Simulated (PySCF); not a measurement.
Species: 3-methylbutanal, C₅H₁₀O.
Numbering: `[CH3:1][CH:2]([CH3:3])[CH2:4][CH:5]=[O:6]` (hydrogens: H7, H8, H9 on C1; H10 on C2; H11, H12, H13 on C3; H14, H15 on C4; H16 on C5)

Method: PBE0-D3(BJ)/def2-SVP geometry optimisation, gas phase (PySCF 2.14.0); density fitting, grid level 2; the optimiser is geomeTRIC in internal coordinates, started from a GFN2-xTB structure.

Step 0: E = -7381.3907 eV
```
atom  x, y, z in Å  |  force x, y, z in eV/Å
C1     -1.0495    1.0497   -1.0309    0.296  -0.562   0.188
C2     -0.3535   -0.1147   -0.3315    0.008   0.569   0.342
C3     -1.1032   -0.5035    0.9400    0.318  -0.034  -0.539
C4      1.0965    0.2530   -0.0033   -0.706  -0.786  -0.212
C5      1.9593   -0.9224    0.3458    0.118   0.399   0.013
O6      1.6463   -2.0772    0.2874   -0.200  -0.310  -0.041
H7     -2.0772    0.7883   -1.2711   -0.460  -0.044  -0.119
H8     -0.5400    1.3092   -1.9566    0.175   0.174  -0.400
H9     -1.0619    1.9267   -0.3864   -0.038   0.421   0.235
H10    -0.3382   -0.9789   -1.0033    0.040  -0.223  -0.158
H11    -1.1255    0.3301    1.6401   -0.046   0.355   0.316
H12    -0.6205   -1.3500    1.4204    0.140  -0.362   0.251
H13    -2.1281   -0.7821    0.7071   -0.453  -0.125  -0.034
H14     1.5704    0.7414   -0.8611    0.264   0.223  -0.218
H15     1.1371    0.9660    0.8249    0.114   0.322   0.246
H16     2.9804   -0.6266    0.6669    0.430  -0.016   0.129
```

Q: Estimate the geometry and energy of step 1. (The exact step hangs on the optimiser's Hessian estimate; all steps are aligned on step 0, rigid shifts and turns removed.)

A: E = -7381.4360 eV, largest force 0.154 eV/Å
```
atom  x, y, z in Å  |  force x, y, z in eV/Å
C1     -1.0519    1.0574   -1.0255   -0.034   0.072  -0.036
C2     -0.3574   -0.1037   -0.3284    0.011  -0.118  -0.050
C3     -1.1061   -0.5240    0.9304   -0.038   0.004   0.085
C4      1.0931    0.2412   -0.0171    0.094   0.118   0.032
C5      1.9712   -0.9150    0.3670   -0.025  -0.082  -0.016
O6      1.6340   -2.0696    0.3598    0.029   0.028   0.014
H7     -2.0980    0.8088   -1.2652    0.028   0.002   0.007
H8     -0.5480    1.3290   -1.9676   -0.010  -0.006   0.026
H9     -1.0646    1.9553   -0.3829   -0.003  -0.029  -0.021
H10    -0.3418   -0.9704   -1.0153    0.000   0.049   0.031
H11    -1.1384    0.3060    1.6584   -0.013  -0.032  -0.015
H12    -0.6266   -1.3880    1.4129   -0.004   0.016  -0.023
H13    -2.1465   -0.8032    0.6998    0.025   0.013  -0.007
H14     1.5902    0.7198   -0.8858   -0.031  -0.021   0.047
H15     1.1638    0.9980    0.7909    0.002  -0.029  -0.061
H16     3.0194   -0.6326    0.6573   -0.032   0.013  -0.013
```

The energy changes by -0.0453 eV. The first-order estimate −F·Δx gives -0.0983 eV and the mean of the old and new forces, exact on a quadratic surface, -0.0453 eV. The step makes an angle of 71° with the force vector and moves no atom by more than 0.074 Å.

What follows is the cost of the whole optimisation. The run took 37 s on one thread of an Arm Neoverse V1, shared host with 32 logical CPUs at a one-minute load of 18, and the process peaked at 0.73 GiB of memory.
